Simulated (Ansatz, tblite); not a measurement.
# (H2Al-mu-Cl)2 (Al2H4Cl2): one state, many levels

Aim: run the singlet of (H2Al-mu-Cl)2 (Al2H4Cl2) at one geometry on many levels, and compare frontier levels, spin and run time.

The runs use Ansatz 0.2.0, Gaussian basis; as each input shows.

Plan: GFN1-xTB, GFN2-xTB, PBE-D4/def2-TZVP, r2SCAN-D4/def2-TZVP, PBE-QIDH/def2-TZVP, ωB97M-V/def2-TZVP, BHLYP-D4/def2-TZVP, r2SCAN0-D4/def2-TZVP, revPBE-D4/def2-TZVP, LDA/def2-TZVP, B2PLYP/def2-TZVP, PBE-D4/def2-SVP, PBE0-D4/def2-SVP, HF/STO-3G, CCSD(T)/def2-TZVPP, MP2/def2-TZVP, RPA/def2-TZVP.

**1. The relaxed structure**

The singlet was relaxed beforehand with r2SCAN-D4/def2-SVP.

8 atoms, charge 0, spin multiplicity 1.

Bond lengths: Al1–H2 1.575 Å, Al1–H3 1.575 Å, Al1–Cl4 2.324 Å, Al1–Cl8 2.324 Å, Cl4–Al5 2.324 Å, Al5–H6 1.575 Å, Al5–H7 1.575 Å, Al5–Cl8 2.324 Å. Angles: H2–Al1–H3 127.6°, H2–Al1–Cl4 108.2°, H2–Al1–Cl8 108.2°, H3–Al1–Cl4 108.2°, H3–Al1–Cl8 108.2°, Cl4–Al1–Cl8 89.7°, Al1–Cl4–Al5 90.3°, Cl4–Al5–H6 108.2°, Cl4–Al5–H7 108.2°, Cl4–Al5–Cl8 89.7°, H6–Al5–H7 127.6°, H6–Al5–Cl8 108.2°, H7–Al5–Cl8 108.2°, Al1–Cl8–Al5 90.3°.

Geometry (Å):

```
Al   -0.13863   -0.98374   -1.31475
H    -0.39879   -0.27327   -2.69662
H     0.00520   -2.52832   -1.03977
Cl   -1.61663   -0.10170    0.24656
Al    0.13868    0.98348    1.31494
H     0.39869    0.26314    2.69172
H    -0.00363    2.53008    1.05077
Cl    1.61508    0.11033   -0.25285
```

PBE0-D4/def2-TZVP was run before; its log isn't repeated, and its numbers join the tables.

**2. GFN1-xTB**

Tight binding, by tblite at 300 K electronic temperature and without a spin-polarisation term:

```python
tblite.interface.Calculator('GFN1-xTB', numbers, positions, charge=0, uhf=0).singlepoint()
```

Energy -365.1785 eV, HOMO -12.17 eV, LUMO -5.78 eV; 0.012 s.

**3. GFN2-xTB**

Tight binding, by tblite at 300 K electronic temperature and without a spin-polarisation term:

```python
tblite.interface.Calculator('GFN2-xTB', numbers, positions, charge=0, uhf=0).singlepoint()
```

Energy -366.6240 eV, HOMO -11.38 eV, LUMO -5.54 eV; 0.012 s.

**4. PBE-D4/def2-TZVP**

start.molden holds the orbitals of an earlier run on this state, given as this run's starting guess.

in.yaml

```yaml
crystal:
  periodic: [false, false, false]
  atoms:
    - {symbol: Al, position_ang: [-0.138628, -0.983741, -1.314747]}
    - {symbol: H, position_ang: [-0.398792, -0.273273, -2.696621]}
    - {symbol: H, position_ang: [0.005203, -2.528317, -1.039766]}
    - {symbol: Cl, position_ang: [-1.616627, -0.101701, 0.246557]}
    - {symbol: Al, position_ang: [0.138677, 0.983478, 1.314937]}
    - {symbol: H, position_ang: [0.398693, 0.263143, 2.691719]}
    - {symbol: H, position_ang: [-0.003631, 2.530082, 1.050769]}
    - {symbol: Cl, position_ang: [1.615084, 0.110330, -0.252848]}
basis:
  gaussian: {orbitals: def2-TZVP, initial_orbitals: start.molden}
hamiltonian: {xc: pbe, dispersion: d4}
scf: {omitted_lower_state_checks: [starts]}
output: {orbitals: {seedname: orbitals}}
```

Launch:

```console
$ ansatz run in.yaml --threads 4 --pin off --events-out ev --progress --plain --max-ram 3916MiB
```

The runs that follow: r2SCAN-D4/def2-TZVP; PBE-QIDH/def2-TZVP; ωB97M-V/def2-TZVP; BHLYP-D4/def2-TZVP; r2SCAN0-D4/def2-TZVP; revPBE-D4/def2-TZVP; LDA/def2-TZVP; B2PLYP/def2-TZVP; PBE-D4/def2-SVP; PBE0-D4/def2-SVP; HF/STO-3G; CCSD(T)/def2-TZVPP; MP2/def2-TZVP; RPA/def2-TZVP.

Before running them: what should the planned runs give, taken together? Wanted: gap in def2-TZVP, named functionals, smallest and largest; correlation energy, CCSD(T)/def2-TZVPP; correlation energy, MP2/def2-TZVP; binding an atom, CCSD(T)/def2-TZVPP; PBE0 total energy, smallest basis above largest.

The runs gave:

| quantity | value |
| --- | --- |
| gap in def2-TZVP, named functionals, smallest and largest | 5.12 eV (LDA), 11.27 eV (ωB97M-V) |
| correlation energy, CCSD(T)/def2-TZVPP | -17.45 eV |
| correlation energy, MP2/def2-TZVP | -14.65 eV |
| binding an atom, CCSD(T)/def2-TZVPP | 2.791 eV |
| PBE0 total energy, smallest basis above largest | 13.19 eV (def2-SVP, def2-TZVP) |

Orbital gaps of the named functionals in def2-TZVP span 5.12 eV (LDA) to 11.27 eV (ωB97M-V); exact exchange widens it. A small miss in a minimal or small basis is a cancelling of errors, not accuracy. The functionals in def2-TZVP miss CCSD(T)/def2-TZVPP by -0.038 (revPBE-D4) to +0.308 eV (LDA) an atom. CCSD(T)/def2-TZVPP isn't at the basis-set limit; small misses against it rank nothing.
